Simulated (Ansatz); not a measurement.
```yaml
crystal:
  periodic: [false, false, false]
  atoms:
    - {symbol: Si, position_ang: [-0.624123, -0.000146, -0.001181]}
    - {symbol: B, position_ang: [1.275712, 0.000299, 0.002414]}
    - {symbol: H, position_ang: [1.853588, 1.023202, 0.000626]}
    - {symbol: H, position_ang: [1.854056, -1.022334, 0.006390]}
basis:
  gaussian: {orbitals: def2-TZVP}
magnetization: {spin_polarized: true, initial_magnetization: 3}
hamiltonian: {xc: pbe0}
relax: {f_tol: 0.004, max_steps: 80}
```

```sh
$ ansatz run in.yaml --threads 1 --pin off --events-out ev --progress --plain --max-ram 2176MiB
```

Steps of the relaxation (energy above the last step; positions in Å, forces in eV/Å):

```
4
step 1, 79.0 meV
Si   -0.624    0.000   -0.001   -1.192    0.000   -0.002
B     1.276    0.000    0.002    1.127    0.000    0.002
H     1.854    1.023    0.001    0.032    0.550   -0.001
H     1.854   -1.022    0.006    0.033   -0.550    0.002
```

```
4
step 2, 21.4 meV
Si   -0.640    0.000   -0.001   -0.621    0.000   -0.001
B     1.299    0.000    0.002    0.745    0.000    0.001
H     1.850    1.054    0.001   -0.062    0.136   -0.001
H     1.851   -1.053    0.006   -0.062   -0.136    0.000
```

```
4
step 3, 0.2 meV
Si   -0.659    0.000   -0.001   -0.045    0.000    0.000
B     1.329    0.000    0.003    0.094    0.000    0.000
H     1.845    1.076    0.000   -0.025   -0.026    0.000
H     1.845   -1.075    0.007   -0.025    0.026    0.000
```

```
4
step 4, 0.0 meV
Si   -0.661    0.000   -0.001    0.002    0.000    0.000
B     1.332    0.000    0.003    0.007    0.000    0.000
H     1.844    1.076    0.000   -0.005   -0.005    0.000
H     1.844   -1.075    0.007   -0.005    0.005    0.000
```

```
4
step 5, 0.0 meV
Si   -0.660    0.000   -0.001    0.000    0.000    0.000
B     1.332    0.000    0.003    0.000    0.000    0.000
H     1.843    1.076    0.000    0.000   -0.001    0.000
H     1.844   -1.075    0.007    0.000    0.001    0.000
```

Close pairs at the end: B2–H3 1.191 Å, B2–H4 1.191 Å, Si1–B2 1.993 Å.

A stationary point of unrestricted PBE0 after 5 steps, with ⟨S²⟩ = 3.752 against 3.75 for a pure state; no frequencies were run, so it isn't proven a minimum. 6 s on 1 thread of Intel Xeon 6975P-C, shared host.
